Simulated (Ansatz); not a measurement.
Two isomers of C4H4N2: A = `CC1=C=NC=N1`, B = `N#CCCC#N`.

Program: Ansatz. Geometries: PBE0-D4/def2-TZVP. ΔE: electronic, gas phase. CCSD(T)/CBS is the MP2 limit (def2-TZVPP, def2-QZVPP) plus CCSD(T) − MP2 in def2-TZVPP, frozen cores. Functionals use def2-TZVPP. B3LYP here is the variant with VWN-RPA as its local correlation; programs differ in this. Each species was taken in one conformer, which may not be the lowest.

A:

Z-matrix (Å, degrees):
```
C
C 1 1.471
H 1 1.092 2 110.6
H 1 1.092 2 110.6 3 -119.6
H 1 1.089 2 110.4 3 120.2
C 2 1.332 1 141.4 3 -120.2
N 2 1.386 1 128.4 3 59.8
C 6 1.861 2 87.9 1 -180.0
N 6 1.276 2 135.0 1 180.0
H 8 1.080 6 166.0 2 179.9
```

B:

```xyz
10

N    -0.5988   -2.6274   -1.2235
C    -0.4644   -1.7416   -0.5044
C    -0.2831   -0.6037    0.3806
C     0.2828    0.6038   -0.3806
C     0.4647    1.7415    0.5044
N     0.5997    2.6273    1.2236
H    -1.2445   -0.3494    0.8331
H     0.3905   -0.8893    1.1921
H    -0.3909    0.8895   -1.1919
H     1.2440    0.3494   -0.8335
```

Problem. Which is lower in electronic energy at CCSD(T)/CBS, and by how much? (Best estimate.)

Solution. Ansatz gave: B, by 83.8 kcal/mol.

Problem. Give E(B) − E(A) in kcal/mol with ωB97M-V, PBE-D4, B2PLYP, r2SCAN-D4, PBE0-D4, LDA (SPW92), B3LYP-D4. (Best estimate.)

Solution. Ansatz gave: ωB97M-V -82.1, PBE-D4 -66.8, B2PLYP -83.6, r2SCAN-D4 -71.9, PBE0-D4 -72.4, LDA (SPW92) -54.8, B3LYP-D4 -80.7. None reverses the order clearly.

Problem. Does the order hold for the free energy at 298.15 K (harmonic terms from PBE0-D4)? (Best estimate.)

Solution. The calculation gave: Yes: G(B) − G(A) = -82.8 kcal/mol, for one conformer each.

Largest T1 diagnostic: 0.024.

In def2-TZVPP, CCSD(T) changes the Hartree–Fock value by +18.0 kcal/mol (the triples alone add +5.8 kcal/mol) and MP2 by +19.3 kcal/mol. At CCSD(T), def2-SVP lies −3.9 kcal/mol from the extrapolated value and def2-TZVPP −2.8 kcal/mol.
